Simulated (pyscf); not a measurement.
Structures and frequencies: ωB97X-D3(BJ)/def2-SVP in PySCF.

Problem. Estimate by transition-state theory the rate constant of O=V(OH)(OH)–OH + NH₃ -> H₂N–V(=O)(OH)–OH + H₂O (singlet surface; O–V, H–N broken, N–V, H–O formed) at 298 K, with ωB97M-D3(BJ)/def2-TZVP energies (ideal gas, 1 atm, RRHO with modes under 100 cm⁻¹ raised to 100, one conformer, R ln 2 for chiral ones without a mode under 150 cm⁻¹; no tunnelling).

Solution. The electronic barrier is 18.9 kcal/mol and the thermal terms add +9.3, so ΔG‡ = 28.1 kcal/mol. With k_BT/h = 6.21e+12 s⁻¹ and RT = 0.592 kcal/mol, and a volume of 4.06e-20 cm³ per molecule at 1 atm, k = 5.9e-28 cm³ molecule⁻¹ s⁻¹. Wigner's tunnelling factor for 1027i cm⁻¹ would be 2.02, likely too low at so high a frequency. A shift of 1 kcal/mol in the barrier changes k by a factor 5.4. On the reactant side the descent ends in an adduct with a N–V contact, 7.0 kcal/mol under the separated species and 24.7 kcal/mol under the saddle at ωB97X-D3(BJ)/def2-TZVP. On the product side the descent ends in a complex (not fully relaxed), 6.9 kcal/mol under the separated species and 15.2 kcal/mol under the saddle at ωB97X-D3(BJ)/def2-TZVP. What is counted as formed (N–V) is already present as a longer contact in the reactant adduct; forming that adduct is a step of its own. This is the saddle that the search found; another between the same sides may lie lower.
